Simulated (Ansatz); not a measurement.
fcc Cu: LDA at its full settings (plane-wave cutoff 520 eV, 26×26×26 k mesh, Fermi–Dirac smearing 0.05 eV, no spin polarisation, scalar-relativistic PAW data made under PBE) and at cheaper ones, in a cell of 1 atom with Γ-centred meshes.

```
level and setting             lattice parameter a (Å)  bulk modulus (GPa)
----------------------------  -----------------------  ------------------
LDA (Ansatz)                                    3.518                 189
LDA (Γ point alone) (Ansatz)                    3.248                 591
LDA (2×2×2 k mesh) (Ansatz)                       [?]                 [?]
LDA (4×4×4 k mesh) (Ansatz)                     3.533                 186
```

What belongs in the gaps?


- LDA (2×2×2 k mesh) (Ansatz, a program for electronic structure), lattice parameter a (Å): 3.730
- LDA (2×2×2 k mesh) (Ansatz), bulk modulus (GPa): 123

Largest shifts from the full settings: lattice constant a -7.67 % (LDA (Γ point alone)), against a difference of -2.14 % of the full result from the reference 3.595 Å (measured, low-temperature or extrapolated to 0 K; zero-point anharmonic expansion removed; as tabulated in Csonka et al. (2009), arXiv:0903.4037); bulk modulus +213 % (LDA (Γ point alone)), against a difference of +31 % of the full result from the reference 144 GPa (measured, 0 K value with the zero-point phonon effect removed, sources range from 140 to 145; as tabulated in Mejia-Rodriguez and Trickey (2018), arXiv:1807.09216).

Ansatz's density-functional and Hartree–Fock values are scalar-relativistic unless marked +SOC, with PAW data made under PBE.

Run with cheap settings on purpose, which may leave them unconverged: LDA (2×2×2 k mesh), LDA (4×4×4 k mesh), LDA (Γ point alone).
